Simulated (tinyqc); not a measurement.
Inside a calculation. Method: extended Hueckel theory, for H3O+. The parameters take no account of the charge, which enters only through the electron count. Computed by tinyqc, a small Python program that keeps every step (integrals from PySCF). Settings: charge = 1, K = 2.0, weighted = 1, multiplicity = 1. Command: `OMP_NUM_THREADS=1 python tinyqc.py 22711 22712 out.jsonl` (the two numbers bound the seeds that draw the settings). One thread of a shared host (Intel(R) Xeon(R) Processor @ 2.60GHz), about 0.01 s of CPU time with the checks.

## Overlaps

Geometry (angstrom):
```
atom          x          y         z
O      0.000000   0.000000  0.203000
H      0.950000   0.000000  0.000000
H     -0.475000   0.823000  0.000000
H     -0.475000  -0.823000  0.000000
```

Parameters chosen for this run:
```
element  shell  Slater exponent   H_ii (eV)
O           2s         2.275000  -32.300000
O           2p         2.275000  -14.800000
H           1s         1.300000  -13.600000
```

Slater orbitals, each expanded in six Gaussians scaled to its exponent.

overlap S:
```
           1O 2s     1O 2px     1O 2py     1O 2pz      2H 1s      3H 1s      4H 1s
1O 2s   1.000000   0.000000   0.000000   0.000000   0.451879   0.451726   0.451726
1O 2px  0.000000   1.000000   0.000000   0.000000   0.379287  -0.189554  -0.189554
1O 2py  0.000000   0.000000   1.000000   0.000000   0.000000   0.328427  -0.328427
1O 2pz  0.000000   0.000000   0.000000   1.000000  -0.081048  -0.081009  -0.081009
2H 1s   0.451879   0.379287   0.000000  -0.081048   1.000000   0.184122   0.184122
3H 1s   0.451726  -0.189554   0.328427  -0.081009   0.184122   1.000000   0.184000
4H 1s   0.451726  -0.189554  -0.328427  -0.081009   0.184122   0.184000   1.000000
```

## Wolfsberg-Helmholz matrix

diagonal H_ii (eV): 1O 2s -32.300000, 1O 2px -14.800000, 1O 2py -14.800000, 1O 2pz -14.800000, 2H 1s -13.600000, 3H 1s -13.600000, 4H 1s -13.600000

K = 2.000000

H_ij = K' S_ij (H_ii + H_jj)/2 for i != j (the diagonal keeps H_ii), with K' = K + D^2 + D^4 (1 - K), D = (H_ii - H_jj)/(H_ii + H_jj), K = 2.

H (eV):
```
             1O 2s      1O 2px      1O 2py      1O 2pz       2H 1s       3H 1s       4H 1s
1O 2s   -32.300000    0.000000    0.000000    0.000000  -22.176880  -22.169353  -22.169353
1O 2px    0.000000  -14.800000    0.000000    0.000000  -10.781337    5.388131    5.388131
1O 2py    0.000000    0.000000  -14.800000    0.000000    0.000000   -9.335646    9.335646
1O 2pz    0.000000    0.000000    0.000000  -14.800000    2.303802    2.302717    2.302717
2H 1s   -22.176880  -10.781337    0.000000    2.303802  -13.600000   -5.008107   -5.008107
3H 1s   -22.169353    5.388131   -9.335646    2.302717   -5.008107  -13.600000   -5.004810
4H 1s   -22.169353    5.388131    9.335646    2.302717   -5.008107   -5.004810  -13.600000
```

## Orbitals

valence electrons = 8

Solve H C = S C e through S^(-1/2); fill by pairs from the bottom, a degenerate level sharing its electrons equally; each orbital has its largest coefficient positive (the first on a tie).

orbital energies (eV): -36.214607  -18.295230  -18.294789  -14.895201  4.288778  4.295216  27.832078

occupations: 2.000000  2.000000  2.000000  2.000000  0.000000  0.000000  0.000000

coefficients:
```
              MO1        MO2        MO3        MO4        MO5        MO6        MO7
1O 2s    0.742498   0.000000  -0.000045   0.076390   0.000000   0.000399   1.128990
1O 2px  -0.000020   0.000000   0.683580   0.000027   0.000000  -0.944553   0.000623
1O 2py   0.000000   0.683526   0.000000   0.000000   0.944552   0.000000   0.000000
1O 2pz   0.014741   0.000000  -0.000023   0.991411   0.000000  -0.000066  -0.208901
2H 1s    0.166775   0.000000   0.414529  -0.028690   0.000000   0.968725  -0.651914
3H 1s    0.166709   0.359045  -0.207312  -0.028704  -0.839073  -0.484829  -0.650976
4H 1s    0.166709  -0.359045  -0.207312  -0.028704   0.839073  -0.484829  -0.650976
```

sum of one-electron energies = -175.399652 eV

Within a degenerate level the vectors are fixed only up to a rotation; this is one choice.

## Mulliken analysis

P = C n C^T; charge = valence electrons (O 6, H 1) minus the sum of (P S)_ii on the atom; overlap population = 2 sum P_ij S_ij between two atoms.

charges: 1O 0.063444, 2H 0.312189, 3H 0.312184, 4H 0.312184

Overlap populations:
```
pair      value
2-1    0.658155
3-1    0.657998
3-2   -0.042208
4-1    0.657998
4-2   -0.042208
4-3   -0.042187
```
